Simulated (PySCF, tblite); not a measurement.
ammonium and 4 × hydrogen fluoride

A gas-phase complex of ammonium and 4 × hydrogen fluoride; charge +1, singlet. The structure comes from a short search (6 tight-binding starts) and was relaxed by PBE0-D3(BJ)/def2-SVPD; another way of binding may lie lower. No frequency run checks that it is a minimum.

| part | name | SMILES | atoms | charge | multiplicity |
| --- | --- | --- | --- | --- | --- |
| 1 | ammonium | [NH4+] | 1–5 | +1 | 1 |
| 2 | hydrogen fluoride | F | 6–7 | 0 | 1 |
| 3 | hydrogen fluoride | F | 8–9 | 0 | 1 |
| 4 | hydrogen fluoride | F | 10–11 | 0 | 1 |
| 5 | hydrogen fluoride | F | 12–13 | 0 | 1 |

```xyz
13

N    -0.277    0.373   -0.286
H    -0.931   -0.418   -0.230
H    -0.798    1.250   -0.419
H     0.248    0.430    0.589
H     0.385    0.241   -1.071
F     1.514   -0.030   -2.299
H     2.181    0.149   -2.943
F    -1.474    2.917   -0.568
H    -1.912    3.721   -0.701
F    -2.098   -1.712    0.284
H    -2.671   -2.433    0.366
F     3.317    0.480   -4.022
H     3.730   -0.106   -4.608
```
(Å; atoms numbered from 1)

Contacts between parts, classed by geometry: H7···F12 1.601 Å (hydrogen bond, 179°); H5···F6 1.690 Å (hydrogen bond, 177°); H3···F8 1.806 Å (hydrogen bond, 171°); H2···F10 1.817 Å (hydrogen bond, 166°).

Interaction energies are complex less parts, with the parts frozen as they stand in it; counterpoise-corrected, in kcal/mol (PySCF).

Give the interaction energy at each level run.


```csv
level,interaction,superposition error removed
wB97M-D3(BJ)/def2-SVPD,-44.10,-3.17
PBE0-D3(BJ)/def2-SVPD,-45.43,-3.22
```

What holds them together? Decompose the wB97M-D3(BJ)/def2-SVPD energy: frozen parts, their antisymmetrised product, then relaxation.

electrostatic -50.1, Pauli repulsion +30.7, orbital relaxation -25.7, dispersion correction -2.1 kcal/mol, which sum to the value before the counterpoise correction; the Pauli term holds the exchange-correlation of the frozen density too. Of the attraction, 64 % is electrostatic, 33 % is orbital relaxation, 3 % is dispersion correction.

The parts were also relaxed and run alone, at the levels used for the complex: shieldings by PBE0/pcSseg-2; core levels by delta-SCF with SCAN, pcX-2 on the ionised atom and pcseg-1 elsewhere, spin-free X2C.

How do these values change when the complex forms?


```tsv
property	alone	in the complex	change
F6–H7 bond (Å)	0.920	0.944	+0.024
shielding of H7 (ppm)	29.19	22.68	-6.51
shielding of F12 (ppm)	410.9	400.5	-10.4
shielding of H5 (ppm)	26.38	23.60	-2.77
shielding of F6 (ppm)	410.9	395.1	-15.8
N1 1s core level (eV)	417.00	413.82	-3.19
F6 1s core level (eV)	694.12	697.36	+3.24
F12 1s core level (eV)	694.12	698.34	+4.22
```
